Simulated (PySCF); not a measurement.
Protons, H atoms and electrons added to or taken from C=C=O. Isolated molecules, 0 K electronic values unless said otherwise. One relaxed conformer stands for each flexible species; it need not be the lowest. Strings in code marks are SMILES.

Computed with PBE-D3(BJ)/def2-TZVP in PySCF. 

```json
[
 {"species": "neutral parent (`C(=O)=C`)", "HOMO (eV)": "-5.89", "LUMO (eV)": "-2.20", "hole reorganisation energy (four-point) (eV)": "?"},
 {"species": "proton added at C1 (`C[C+]=O`)", "HOMO (eV)": "-17.56", "LUMO (eV)": "-9.56", "hole reorganisation energy (four-point) (eV)": "2.674"},
 {"species": "proton added at O3 (`C=C=[OH+]` (not the most basic site))", "HOMO (eV)": "-14.03", "LUMO (eV)": "?", "hole reorganisation energy (four-point) (eV)": "1.168"},
 {"species": "H atom removed from C1 (`[CH]=C=O`)", "HOMO (eV)": "–", "LUMO (eV)": "–", "hole reorganisation energy (four-point) (eV)": "–"}
]
```

Task: What belongs in the gaps?

Result: 
- neutral parent (`C(=O)=C`), hole reorganisation energy (four-point) (eV): 0.299
- proton added at O3 (`C=C=[OH+]` (not the most basic site)), LUMO (eV): -9.95
